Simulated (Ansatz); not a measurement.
**BH4NO: one species, many methods**

One table from this session's results is given with a row withheld; the runs are named, their logs left out.

The runs use Ansatz 0.2.0, Gaussian basis; functionals in def2-TZVPP, the program's frozen cores in correlated methods.

Levels to be run: LDA (SPW92), PBE-D4, revPBE-D4, BLYP-D4, r2SCAN-D4, B97M-V, PBE0-D4, B3LYP-D4, r2SCANh-D4, r2SCAN0-D4, HSE06-D4, BHLYP-D4, CAM-B3LYP-D4, LC-ωPBE, ωB97X-V, ωB97M-V, B2PLYP, PBE-QIDH; CCSD(T)/def2-SVP; CCSD(T)/def2-TZVPP; CCSD(T)/def2-QZVPP; extrapolation to the limit; RPA on PBE.

## The relaxed structure

The geometry comes from an earlier relaxation with PBE0-D4 in a triple-zeta def2 set; it is a stationary point, not always the lowest conformer.

SMILES `NBO`, 7 atoms, charge 0, spin multiplicity 1.

Atoms are counted from 1 here; the program's logs count them from 0.

Bond lengths: N1–B2 1.397 Å, N1–H4 1.006 Å, N1–H5 1.003 Å, B2–O3 1.371 Å, B2–H6 1.202 Å, O3–H7 0.957 Å. Angles: B2–N1–H4 122.6°, B2–N1–H5 122.7°, H4–N1–H5 114.6°, N1–B2–O3 118.7°, N1–B2–H6 119.9°, O3–B2–H6 121.4°, B2–O3–H7 112.5°.

As a file:

```
N    -0.9494    0.1719   -0.4429
B     0.2924    0.1605    0.1971
O     1.0256   -0.9981    0.1921
H    -1.3276   -0.6362   -0.9074
H    -1.5347    0.9852   -0.4761
H     0.6965    1.1555    0.7371
H     1.8585   -0.9069    0.6543
```

Set-up of the first run:

in.yaml reads:

```yaml
crystal:
  periodic: [false, false, false]
  atoms:
    - {symbol: N, position_ang: [-0.949437, 0.171940, -0.442891]}
    - {symbol: B, position_ang: [0.292447, 0.160508, 0.197094]}
    - {symbol: O, position_ang: [1.025558, -0.998149, 0.192137]}
    - {symbol: H, position_ang: [-1.327555, -0.636170, -0.907405]}
    - {symbol: H, position_ang: [-1.534744, 0.985223, -0.476071]}
    - {symbol: H, position_ang: [0.696488, 1.155506, 0.737149]}
    - {symbol: H, position_ang: [1.858545, -0.906857, 0.654287]}
basis:
  gaussian: {orbitals: def2-TZVPP}
hamiltonian: {xc: lda}
output: {orbitals: {seedname: orbitals}}
```

On the command line:

```bash
> ansatz run in.yaml --threads 2 --pin off --events-out ev --progress --plain --max-ram 32768MiB --backend cpu
```

Among the steps run: LDA; PBE-D4 (GGA); revPBE-D4 (GGA); BLYP-D4 (GGA); r2SCAN-D4 (meta-GGA); B97M-V (meta-GGA); PBE0-D4 (hybrid); B3LYP-D4 (hybrid); r2SCANh-D4 (hybrid); r2SCAN0-D4 (hybrid); HSE06-D4 (hybrid); BHLYP-D4 (hybrid); CAM-B3LYP-D4 (range-separated); LC-ωPBE (range-separated); ωB97X-V (range-separated); ωB97M-V (range-separated); B2PLYP (double hybrid); PBE-QIDH (double hybrid).

One table of the session follows, with a row left open; its other results are not shown here.

It belongs to the step «Frontier levels by functional». 

| functional | HOMO (eV) | LUMO (eV) | gap (eV) |
| --- | --- | --- | --- |
| LDA (SPW92) | -6.49 | 0.22 | 6.71 |
| PBE-D4 | -6.31 | 0.31 | 6.62 |
| revPBE-D4 | -6.24 | 0.35 | 6.59 |
| BLYP-D4 | -6.18 | 0.24 | 6.42 |
| r2SCAN-D4 | ? | ? | ? |
| B97M-V | -6.68 | 0.57 | 7.26 |
| PBE0-D4 | -7.76 | 1.14 | 8.91 |
| B3LYP-D4 | -7.51 | 0.76 | 8.27 |
| r2SCANh-D4 | -7.15 | 1.22 | 8.38 |
| r2SCAN0-D4 | -7.98 | 1.69 | 9.67 |
| HSE06-D4 | -7.35 | 0.78 | 8.14 |
| BHLYP-D4 | -9.13 | 1.68 | 10.81 |
| CAM-B3LYP-D4 | -9.22 | 1.84 | 11.06 |
| LC-ωPBE | -10.64 | 3.14 | 13.78 |
| ωB97X-V | -10.25 | 2.96 | 13.21 |
| ωB97M-V | -10.16 | 2.44 | 12.60 |

Estimate the missing values for r2SCAN-D4.

Worked estimate for «HOMO (eV)». Against the share of exact exchange, r2SCANh-D4 (0.1, -7.15), r2SCAN0-D4 (0.25, -7.98) give a slope of -5.53 per unit share; at 0 the line stands at -6.60.

As computed: HOMO (eV): -6.60; LUMO (eV): 0.90; gap (eV): 7.50. In «HOMO (eV)» the line misses by 0.00.
